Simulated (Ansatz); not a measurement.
**How far a parabola holds: energy against volume of fcc Rh**

We consider fcc Rh, described by PBE (Ansatz, a program for electronic structure, PAW). Numerical settings: plane-wave cutoff 520 eV, 24×24×24 k mesh, Fermi–Dirac smearing 0.05 eV, no spin polarisation, scalar-relativistic PAW data made under PBE. The cell has no free parameter but its volume, all volumes share cutoff and mesh, and the runs aren't spin-polarised. Energies are free energies at the run's smearing, counted from the lowest row; static lattice.

```csv
V (Å³/atom),E (meV/atom)
13.484,19.47
13.765,4.64
14.046,0.00
14.327,4.38
14.608,16.71
14.889,?
```

**Question.** Using a parabola, estimate the missing E at V = 14.889 from the other rows, showing the fit.

**Answer.** With u = V - 14.0, the rows have u = -0.5160, -0.2350, 0.0460, 0.3270, 0.6080. Least squares gives E = 0.207 - 7.328·u + 57.298·u². Residuals (row less fit): 0.226, -0.453, 0.009, 0.442, -0.223; standard error 0.501 (degrees of freedom: 2). The fitted curve has its minimum at V = 14.1, where E = -0.03. Its curvature is d²E/dV² = 2 × 57.298 meV/Å⁶, so B = V0·d²E/dV² × 0.1602 = 258 GPa. At the withheld row, u = 0.8890, so E = 0.207 - 7.328 × 0.8890 + 57.298 × 0.8890² = 38.976 meV/atom. The calculation gives 36.07 meV/atom, 2.906 meV/atom below the prediction (8.1 % of the range of E in the table). The row lies outside the fitted rows, so this is an extrapolation. From the scatter of the fitted rows alone, a prediction at this place has a standard error of 1.185 meV/atom, so the miss is 2.5 times that.

The residuals are curvature that a parabola lacks, not noise. A solid that stiffens under compression and softens on expansion lies above the parabola at the compressed end and under it at the expanded end, as this row does. A third-order Birch-Murnaghan fit to the whole scan has B0 = 257 GPa. Only scans are tabulated whose curvature falls smoothly with volume, and where the parabola meets the shown rows within 5 % of their range and misses the end by 0.1 meV or more.

Measured, for comparison: bulk modulus 271 GPa (corrected for temperature and zero-point phonon effects, sources range from 271 to 289; as tabulated in Levämäki et al. (2014), arXiv:1402.3671). Computed less measured: bulk modulus -5 % (-5 % to -11 % over the range).
